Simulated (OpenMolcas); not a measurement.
# NH3 (ammonia): entropy by statistical mechanics

A singlet with charge 0, relaxed at HF/cc-pVTZ (OpenMolcas 26.06):

```xyz
4

N    -0.0674    0.2404    0.1069
H     0.4850   -0.2966    0.7428
H    -0.8794   -0.2968   -0.1168
H     0.4617    0.3530   -0.7329
```

Harmonic wavenumbers in cm⁻¹: 1127, 1795, 1795, 3685, 3807, 3807.

Masses in u: N 14.007, H 1.008. Take T = 298.15 K, p = 1 bar, R = 8.3145 J/(mol K), kT/hc = 207.22 cm⁻¹, rigid rotor and harmonic oscillator.

Question: Compute the standard molar entropy.

Answer: 
1. Translation (Sackur–Tetrode): S = R[3/2 ln M + 5/2 ln T − 1.1517] with M = 17.031 gives 144.2 J/(mol K).
2. Rotation: principal moments 1.637, 1.637, 2.621 u Å² give A, B, C = 10.3003, 10.2992, 6.4314 cm⁻¹; the symmetry number is σ = 3; q = (√π/σ)√((kT/hc)³/ABC) = 67; S = R(ln q + 3/2) = 47.5.
3. Vibration: with u = ν̃/207.22, each mode gives R[u/(eᵘ − 1) − ln(1 − e⁻ᵘ)]; the sum is 0.3, most from 1127 cm⁻¹ (0.2).
4. Spin: R ln 1 = 0.0.
5. Sum: 144.2 + 47.5 + 0.3 + 0.0 = 192.0 J/(mol K).

The tabulated value is 192.8 J/(mol K) (CRC Handbook of Chemistry and Physics): the model is off by -0.8. Unscaled Hartree–Fock wavenumbers run high.
